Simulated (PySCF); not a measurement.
Compound: C₅H₁₁P.
Z-matrix (Å and degrees, GFN2-xTB geometry), rows numbered from 1:
```
C 
C   1  1.4963
P   2  1.6824  1  118.46
C   2  1.5060  1  117.77  3   178.85
C   4  1.5331  2  110.06  1   -76.71
C   4  1.5286  2  112.17  1    46.75
H   1  1.0910  2  110.39  3   110.52
H   1  1.0887  2  110.58  3    -9.03
H   1  1.0897  2  111.15  3  -129.99
H   3  1.4040  2   96.93  1  -179.07
H   4  1.0972  2  108.26  1   166.04
H   5  1.0877  4  110.01  2  -174.26
H   5  1.0875  4  110.95  2    65.81
H   5  1.0881  4  110.33  2   -54.46
H   6  1.0882  4  110.51  2    54.45
H   6  1.0871  4  111.01  2   -66.41
H   6  1.0880  4  109.87  2   173.95
```

Theory: PySCF, TDDFT CAM-B3LYP/def2-SVPD, vertical, gas phase, core orbitals frozen in the response.

Orbital energies (eV): HOMO-3 -11.11, HOMO-2 -10.79, HOMO-1 -8.82, HOMO -8.05, LUMO -0.15, LUMO+1 1.20, LUMO+2 2.07.

Lowest singlets, with some entries withheld (?).

```csv
state,ν̃ (cm⁻¹),f,"main configurations (H = HOMO, L = LUMO)"
S1,38920,0.0066,H-1→L (97%)
S2,42400,0.291,H→L (94%)
S3,50620,0.012,"H→L+1 (61%), H→L+2 (17%)"
S4,54030,0.0034,"H-2→L (60%), H-3→L (27%)"
S5,?,?,?
S6,?,?,?
S7,59170,0.066,"H-1→L+1 (68%), H-1→L+2 (16%)"
S8,61500,0.028,"H→L+3 (33%), H→L+2 (32%), H→L+5 (23%)"
```

Q: Supply the missing values.

A: 
- S5: ν̃ = 57320 cm⁻¹; f = 0.017; H→L+2 (32%), H→L+5 (28%), H→L+1 (27%)
- S6: ν̃ = 58460 cm⁻¹; f = 0.0031; H-3→L (66%), H-2→L (26%)

Q: What is the mean static polarisability from the same response equations?

A: 88.3 au (13.09 Å³), with principal values 73.6, 83.0 and 108.4 au.

Q: How far apart are S1 and S7, in eV and cm⁻¹?

A: 7.337 − 4.825 = 2.512 eV, or about 20260 cm⁻¹.

Q: Where do the lowest triplets lie (Tamm–Dancoff)?

A: T1 2.71 eV, H→L (97%); T2 3.98 eV, H-1→L (97%); T3 6.05 eV, H→L+1 (47%), H→L+2 (19%). E(S1) − E(T1) = +2.11 eV.

One conformer stands for the species.
